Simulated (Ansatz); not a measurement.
F₃N, SMILES FN(F)F (connectivity only; charge and spin as stated), charge +1, multiplicity 2.

Geometry: PBE-D3(BJ)/def2-TZVP. The multiplicity is an assumed one; other spin states were not compared.

Two levels are set side by side: PBE/def2-SVPD (Ansatz, a quantum-chemistry and plane-wave program) and ωB97X-V/def2-SVPD (Ansatz). Energy differences of separate SCF runs at the same geometry; the states with an electron removed or added have multiplicity 1 and 1. Differences are taken from unrounded values.

```csv
quantity,ωB97X-V,PBE,PBE minus ωB97X-V
vertical ionisation energy (eV),22.94,22.13,-0.81
vertical electron affinity (eV),11.28,10.79,-0.49
```
